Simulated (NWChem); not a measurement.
Species: SiF4; SMILES F[Si](F)(F)F

Computed with NWChem. Pople sets run with spherical d functions. Each level has its own optimisation. Entropies are gas-phase, rigid-rotor, harmonic values for NWChem's default masses at 298.15 K and 1 bar, so the errors hold that model's part too (torsions, anharmonicity).

Measured entropy at 1 bar: 67.6 cal/(mol K) (CRC Handbook, as tabulated in the package chemicals).

```csv
level,entropy at 1 bar (cal/(mol K)),computed − measured
Hartree-Fock/STO-3G,67.9,+0.3
Hartree-Fock/3-21G,67.4,-0.2
Hartree-Fock/6-31G*,67.1,-0.5
B3LYP/6-31G*,67.9,+0.3
```
